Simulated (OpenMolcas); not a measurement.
# Cl2 (SMILES ClCl): OLYP/def2-TZVP

What is the vertical ionisation energy of Cl2 at OLYP/def2-TZVP? 

The calculation is run with OpenMolcas 26.06.

### 1 Starting point

The species is Cl2 (2 atoms), meant as a singlet with charge 0. SMILES: `ClCl`. The shape is that of a GFN2-xTB optimisation.

Bond lengths: Cl1–Cl2 2.016 Å.

### 2 The energy at OLYP/def2-TZVP

File job.inp:

```
* Cl2 Kohn-Sham DFT
>>> EXPORT MOLCAS_PRINT=2
&GATEWAY
BASLIB=$CurrDir
COORD
2
bohr
Cl     1.62488101    -0.54104749     0.83310466
Cl    -1.62488101     0.54104749    -0.83310466
BASIS=def2-TZVP
GROUP=NoSym
&SEWARD
GRIDINPUT
Grid=SG1Grid
End of Grid
&SCF
KSDFT=OLYP
PRORBITALS=0
```

The basis set def2-TZVP is read from a file made from the Basis Set Exchange's data (not shown).

Launch:

```sh
export MOLCAS_MEM=1860
pymolcas job.inp > job.log
```

Standard output:

```text
--- Start Module: gateway ---
[...]
--- Stop Module: gateway /rc=_RC_ALL_IS_WELL_ ---
--- Start Module: seward ---
[...]
      Basis functions           74
--- Stop Module: seward /rc=_RC_ALL_IS_WELL_ ---
[...]
--- Start Module: scf ---
[...]
       Convergence after   9 Iterations
[...]
::    Total KS-DFT energy                            -920.4374824718
[...]
      Total spin, S                                     0.0000000000
[...]
      Total electronic charge=   34.000000
      Total            charge=   -0.000000
[...]
      Dipole Moment (debye):
      Origin of the operator (angstrom)=   -0.0000   -0.0000    0.0000
                   X=  7.6303E-14               Y= -2.8805E-14               Z=  9.4669E-14           Total=  1.2496E-13
      Quadrupole Moment (debye*angstrom):
[...]
--- Stop Module: scf /rc=_RC_ALL_IS_WELL_ ---
[...]
```

Wall time 4.2 s (1 thread of Arm Neoverse V1, shared host); peak memory 0.43 GiB.

### 3 The doublet cation

File job.input:

```
>>> EXPORT MOLCAS_PRINT=2
&GATEWAY
BasLib = $CurrDir
Coord
2
bohr
Cl     1.62488101    -0.54104749     0.83310466
Cl    -1.62488101     0.54104749    -0.83310466
Basis = def2-TZVP
Group = NoSym
&SEWARD
GridInput
Grid=SG1Grid
End of Grid
&SCF
UHF
Charge = 1
Spin = 2
KSDFT = OLYP
PrOrbitals = 0
```

The basis set def2-TZVP is read from a file made from the Basis Set Exchange's data (not shown).

Launch:

```sh
export MOLCAS_MEM=1860
pymolcas job.input > job.log
```

Standard output:

```text
--- Start Module: gateway ---
[...]
--- Stop Module: gateway /rc=_RC_ALL_IS_WELL_ ---
--- Start Module: seward ---
[...]
      Basis functions           74
--- Stop Module: seward /rc=_RC_ALL_IS_WELL_ ---
[...]
--- Start Module: scf ---
[...]
       Convergence after  34 Iterations
[...]
::    Total KS-DFT energy                            -920.0287418574
[...]
      Total spin, S                                     0.5011107077
[...]
      Total electronic charge=   33.000000
      Total            charge=    1.000000
[...]
      Dipole Moment (debye):
      Origin of the operator (angstrom)=   -0.0000   -0.0000    0.0000
                   X= -8.8552E-07               Y=  2.9486E-07               Z= -4.5402E-07           Total=  1.0379E-06
      Center of Charge (angstrom)
[...]
--- Stop Module: scf /rc=_RC_ALL_IS_WELL_ ---
[...]
```

Wall time 9 s (1 thread of Arm Neoverse V1, shared host); peak memory 0.43 GiB.

### 4 What came out

At OLYP/def2-TZVP:

```
                                          quantity          value
                         singlet Cl2: total energy  -920.43748 Eh
                        singlet Cl2: dipole moment         0.00 D
                          singlet Cl2: HOMO energy       -7.17 eV
                          singlet Cl2: LUMO energy       -4.22 eV
                        singlet Cl2: HOMO–LUMO gap        2.95 eV
                      doublet cation: total energy  -920.02874 Eh
doublet cation: HOMO energy (highest over α and β)      -15.19 eV
 doublet cation: LUMO energy (lowest over α and β)      -15.09 eV
                              doublet cation: ⟨S²⟩          0.752
vertical ionisation energy (to the doublet cation)      11.122 eV
```

In words: The vertical ionisation energy comes to 11.12 eV (1073 kJ/mol). The negative HOMO energy of the first species, 7.17 eV, lies 3.95 eV below that difference.
